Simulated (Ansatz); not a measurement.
Abridged output of a molecular run in Ansatz:

```
Functional definition: HF
689 factors; integrals over basis functions are off by at most 1.3e-3 eV
mean field evaluation 1: about -4141.7940 eV, gradient 1.9e1 eV
mean field evaluation 2: about -4141.8027 eV, gradient 1.9e1 eV
mean field evaluation 4: about -4143.3022 eV, gradient 3.7e0 eV
mean field evaluation 8: about -4143.3642 eV, gradient 1.4e-1 eV
mean field evaluation 16: about -4143.3437 eV, gradient 9.9e-1 eV
mean field -4143.36447876 eV, -152.2658361210 hartree, gradient 2.0e-6 eV, S^2 0.000000; 0 other end points of the search recorded, 0 dependent functions left out; unrestricted orbitals would lower it
4 core orbitals not correlated: weight in the atoms' cores, before any rotation towards them, 1.000 or more for the frozen orbitals, at most 0.000 for the correlated occupied ones
reference -4143.36447876 eV, -152.2658361210 hartree; 9, 9 occupied and 53, 53 virtual orbitals, 689 factors
second order -13.19028272 eV of doubles, -0.00000000 eV of singles
cycle   1  -13.30706444 eV  change   -1.2e-1 eV  update   1.2e-1
cycle   2  -13.81150505 eV  change   -5.0e-1 eV  update   4.1e-2
cycle   3  -13.95960525 eV  change   -1.5e-1 eV  update   3.0e-2
cycle   4  -13.95494781 eV  change    4.7e-3 eV  update   1.3e-2
cycle   5  -13.95911542 eV  change   -4.2e-3 eV  update   7.0e-3
cycle   6  -13.96144686 eV  change   -2.3e-3 eV  update   2.2e-3
cycle   7  -13.96074934 eV  change    7.0e-4 eV  update   7.1e-4
cycle   8  -13.96094496 eV  change   -2.0e-4 eV  update   3.0e-4
cycle   9  -13.96100662 eV  change   -6.2e-5 eV  update   1.3e-4
cycle  10  -13.96090898 eV  change    9.8e-5 eV  update   7.0e-5
cycle  11  -13.96098242 eV  change   -7.3e-5 eV  update   3.2e-5
cycle  12  -13.96097066 eV  change    1.2e-5 eV  update   1.2e-5
perturbative correction -0.74666277 eV, -0.0274393506 hartree
Total energy: -4158.07211218 eV, -152.8063316802 hartree
```

Its atoms:

Cartesian coordinates in Å:
```
C 0.221 -1.158 0.561
C 1.000 0.062 0.837
C -0.168 0.655 0.286
C -0.106 -0.409 -0.600
H -0.887 1.404 0.585
H -0.060 -0.554 -1.670
```

Q: Which basis set was used?
A. def2-TZVPPD
B. def2-SVP
C. def2-TZVPP
D. cc-pV(Q+d)Z

A: B. It gives 66 functions.

Q: Write the keys of the input that set method, charge and spin (a neutral closed shell needs none for the last two).

A: 
```yaml
correlation: {method: ccsd_t}
```
